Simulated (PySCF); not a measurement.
Gas-phase reaction: 2 vinylsilane + i-Si4H10 + 5 C4H10 (n-butane) ⇌ 6 Si(CH3)4

Computed with PySCF and rigid-rotor harmonic-oscillator thermochemistry at 1 bar. S°(298 K) at PBE0/def2-TZVP differs from the NASA 1993 table for C4H10 (n-butane) (-9 J/mol/K); whether the harmonic model or the table's entry is off was not settled. † marks an energy on the PBE0/def2-TZVP geometry and frequencies; other levels use their own. MP2 freezes the core. 6-31G* has spherical d functions here. All species are closed-shell singlets. MP2 isn't extrapolated to the basis-set limit; its ΔH°(298 K) is -821.8 kJ in def2-SVP and -1028.4 kJ in def2-TZVPP. The harmonic model lacks anharmonicity and excited electronic states, which grow with temperature; levels with a mode under 35 cm⁻¹ are left out. Internal rotation in vinylsilane, i-Si4H10, C4H10 (n-butane), Si(CH3)4 is treated as a harmonic vibration of one conformer, which makes the entropy rough.

```json
[
 {"level": "HF/6-31G*", "ΔE electronic, kJ": "-773", "ΔH°(298 K), kJ": "-752", "ΔS°(298 K), J/K": "-346", "ΔG°(1800 K), kJ": "-266"},
 {"level": "HF/def2-TZVP†", "ΔE electronic, kJ": "-846", "ΔH°(298 K), kJ": "-817", "ΔS°(298 K), J/K": "-344", "ΔG°(1800 K), kJ": "-332"},
 {"level": "M06-2X/def2-TZVP†", "ΔE electronic, kJ": "-1035", "ΔH°(298 K), kJ": "-1006", "ΔS°(298 K), J/K": "-344", "ΔG°(1800 K), kJ": "-521"},
 {"level": "MP2/def2-TZVPP†", "ΔE electronic, kJ": "-1057", "ΔH°(298 K), kJ": "-1028", "ΔS°(298 K), J/K": "-344", "ΔG°(1800 K), kJ": "-544"},
 {"level": "r2SCAN/def2-TZVP†", "ΔE electronic, kJ": "-1042", "ΔH°(298 K), kJ": "-1014", "ΔS°(298 K), J/K": "-344", "ΔG°(1800 K), kJ": "-529"},
 {"level": "LDA/def2-TZVP†", "ΔE electronic, kJ": "-1017", "ΔH°(298 K), kJ": "-989", "ΔS°(298 K), J/K": "-344", "ΔG°(1800 K), kJ": "-504"},
 {"level": "ωB97M-V/def2-TZVP†", "ΔE electronic, kJ": "-1049", "ΔH°(298 K), kJ": "-1021", "ΔS°(298 K), J/K": "-344", "ΔG°(1800 K), kJ": "-536"},
 {"level": "ωB97X-V/def2-TZVP†", "ΔE electronic, kJ": "-993", "ΔH°(298 K), kJ": "-964", "ΔS°(298 K), J/K": "-344", "ΔG°(1800 K), kJ": "-479"}
]
```
ΔH° is lowest at MP2/def2-TZVPP† and highest at HF/6-31G*. No reference value is set beside these.
